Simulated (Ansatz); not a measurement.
Strength of the C–H bond: C3H8N → C3H7N + H

Species: C3H8N `CC[N]C`, doublet; C3H7N `C/C=N/C`, singlet; H atom, doublet. 

Shapes, held fixed at every level: PBE0-D4/def2-TZVP. Flexible molecules stand in one conformer, not always the lowest. Programs: Ansatz 0.2.0. The zero-point and thermal change to 298 K, harmonic and unscaled (PBE0-D4/def2-TZVP), is -20.3 kJ/mol.

```tsv
level	kind	ΔH(298 K) (kJ/mol)
HF/def2-TZVPP	Hartree–Fock	+136.2
PBE-D4/def2-TZVPP	GGA	+120.8
r2SCAN-D4/def2-TZVPP	meta-GGA	+143.0
PBE0-D4/def2-TZVPP	global hybrid	+135.1
wB97X-V/def2-TZVPP	range-separated hybrid	+135.6
B2PLYP/def2-TZVPP	double hybrid	+122.2
MP2/def2-SVP	perturbation theory	+88.5
MP2/def2-TZVPP	perturbation theory	+94.4
```

MP2/def2-TZVPP gives ΔH(298 K) = +94.4 kJ/mol; the levels span +88.5 to +143.0. A fragment pairs its electrons up again, so this isn't a typical strength of such a bond. The median of the levels is +128.6. No measured value is set beside it here. Open shells run unrestricted unless RO is named.
